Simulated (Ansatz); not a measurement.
# [H···H···F], doublet along the distance H1-H2

Starting geometry:

```xyz
3

H     0.0000    0.0000   -0.9603
H     0.0000    0.0000   -0.2153
F     0.0000    0.0000    1.1757
```

From there H2 is moved from one fragment to the other while all else, the fragments' distance too, stays fixed; atoms are numbered as listed. Energies are in kcal/mol, counted from the starting geometry at the same level. Kohn–Sham curves are unrestricted where that lies lower.

Basis cc-pVDZ; Ansatz 0.2.0. Only valence electrons are correlated (noble-gas cores frozen). Prefix R: restricted or restricted open-shell reference; prefix U: unrestricted. Active spaces: valence = (9e, 6o) chosen from the atoms' valence shells.

Runs in a small pair space aren't shown, since their orbitals change along the scan.

Full CI is exact within this basis and frozen core; it isn't the basis-set limit. The frozen core follows each run's orbitals, which can shift R against U totals by a few meV.

```json
{"distance H1-H2 (Å)": "0.693", "full CI": "2.6", "curve A": "2.3", "curve B": "3.9", "curve C": "2.0", "curve D": "1.3"}
{"distance H1-H2 (Å)": "0.745", "full CI": "0.0", "curve A": "0.0", "curve B": "0.0", "curve C": "0.0", "curve D": "0.0"}
{"distance H1-H2 (Å)": "0.815", "full CI": "-1.4", "curve A": "-1.1", "curve B": "-2.9", "curve C": "-0.7", "curve D": "0.5"}
{"distance H1-H2 (Å)": "0.885", "full CI": "-2.8", "curve A": "-2.5", "curve B": "-5.0", "curve C": "-2.3", "curve D": "1.0"}
{"distance H1-H2 (Å)": "0.955", "full CI": "-5.9", "curve A": "-5.7", "curve B": "-7.7", "curve C": "-7.9", "curve D": "-1.0"}
{"distance H1-H2 (Å)": "1.026", "full CI": "-11.0", "curve A": "-11.0", "curve B": "-11.6", "curve C": "-16.5", "curve D": "-6.0"}
{"distance H1-H2 (Å)": "1.096", "full CI": "-16.9", "curve A": "-17.0", "curve B": "-16.0", "curve C": "-24.5", "curve D": "-12.4"}
{"distance H1-H2 (Å)": "1.166", "full CI": "-21.6", "curve A": "-22.0", "curve B": "-19.3", "curve C": "-30.2", "curve D": "-17.8"}
{"distance H1-H2 (Å)": "1.236", "full CI": "-22.6", "curve A": "-23.2", "curve B": "-19.1", "curve C": "-31.5", "curve D": "-19.5"}
```

**Question.** The curves come from CASSCF (valence space), MRCISD (valence space), PBE0, UMP2. Compare each with full CI and say which is which.

**Answer.** A: MRCISD (valence space), B: PBE0, C: UMP2, D: CASSCF (valence space). Spread of the error against full CI, over the points where both stand: A 1.0, B 5.6, C 9.7, D 6.3 kcal/mol. 

In so small a basis the reference is far from its limit while semilocal and hybrid functionals are nearer theirs, so the functionals' errors here hold much of the reference's basis and frozen-core error, which can add to them or hide them.
